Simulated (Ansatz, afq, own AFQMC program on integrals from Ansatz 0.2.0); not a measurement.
AFQMC on a folder of integrals that Ansatz 0.2.0 wrote.

```yaml
crystal:
  periodic: [false, false, false]
  atoms:
    - {symbol: Si, position_ang: [-0.484588, 2.208463, 1.076509]}
    - {symbol: Si, position_ang: [-1.596575, 0.264961, 0.420622]}
    - {symbol: H, position_ang: [-1.280564, 3.027041, 2.046268]}
    - {symbol: H, position_ang: [0.811894, 1.834616, 1.719594]}
    - {symbol: H, position_ang: [-0.206907, 3.041643, -0.133139]}
    - {symbol: H, position_ang: [-1.807124, -0.728706, 1.519228]}
    - {symbol: H, position_ang: [-2.879746, 0.502732, -0.311352]}
basis:
  gaussian: {orbitals: def2-SVP}
magnetization: {spin_polarized: true, initial_magnetization: 1}
correlation: {method: ccsd_t, electrons: outside_noble_gas, hamiltonian_folder: ham}
```

```sh
$ ansatz run in.yaml --threads 1 --pin off --events-out ev --progress --plain --max-ram 16896MiB --backend cuda --devices 0, --max-vram 18GiB
```

afq runs on the folder ham with

```
--method phaseless --trial cisd --walkers 4000 --populations 20 --least-time 60 --time-step 0.005 --steps-per-block 50 --equilibration-blocks 28 --max-blocks 4000 --target-error 0.00013 --factor-cut 1e-05 --start spin_pure --seed 236 --release-times 0.24,0.5,1,1.5 --release-step 0.02 --release-every 3 --taylor-order 6
```

Times are imaginary, in 1/Eh. The walk had a cap of 171 s. With eight or more populations the least sampling time is a fifth of least-time, and the error comes from their spread.

Output of the walk:

```
orbitals 51  electrons 7 6  factors 399 of 595
reference energy -580.54278182 Eh
CCSD correlation -0.23723003 Eh in 11 cycles, weight of the determinant in the CISD state 0.8719
energy of the start -580.779807 Eh
 block  time / (1/Eh)  mean weight  energy / Eh
     1     0.250  0.9999  -580.775486
     2     0.500  1.0000  -580.776515
     3     0.750  1.0000  -580.778620
     4     1.000  1.0002  -580.780286
     5     1.250  0.9997  -580.781940
    10     2.500  0.9999  -580.785258
    15     3.750  0.9998  -580.786297
    20     5.000  0.9998  -580.786632
    25     6.250  1.0001  -580.787103
    30     7.500  1.0001  -580.787977
    35     8.750  1.0001  -580.787514
    40    10.000  1.0000  -580.786868
    45    11.250  1.0000  -580.786212
    50    12.500  0.9998  -580.786614
    55    13.750  1.0000  -580.787189
    60    15.000  0.9998  -580.786766
    65    16.250  1.0001  -580.786924
    70    17.500  0.9998  -580.786750
    75    18.750  0.9998  -580.786750
    78    19.500  0.9999  -580.787266
error from the spread of 20 populations
released: time / (1/Eh)  energy / Eh  error  mean overlap
  0.24  -580.787101  0.000099  0.9968
  0.50  -580.787130  0.000064  0.9948
  1.00  -580.787253  0.000063  0.9896
  1.50  -580.787090  0.000093  0.9933
energy -580.787017 +/- 0.000100 Eh
(rows thinned)
```

The run passed its tests (sampling time, drift between the halves within three errors, error under three times the target), which doesn't prove that it has relaxed.

Against this walk (error 2.7 meV) on the same determinant: CCSD(T) 36.0 meV higher, CCSDT(Q) 2.5 meV lower (within the noise). The error is statistical and leaves out the bias of the constraint. Released to 1.50 1/Eh the energy moves by -2 ± 4 meV (both errors), within twice the noise.

Cautions: constraint bias not in the error.

The walk took 92 s on 1 × NVIDIA H100 80GB HBM3 with 2 threads of AMD EPYC 7R13 Processor (Zen 3), with other jobs on the host (the card was shared). The log's last line is the phaseless energy.

CCSDT and higher add their correlation energy to the determinant of the CCSD(T) run, since their own runs factorise the integrals more tightly (a shift of under 2 meV).
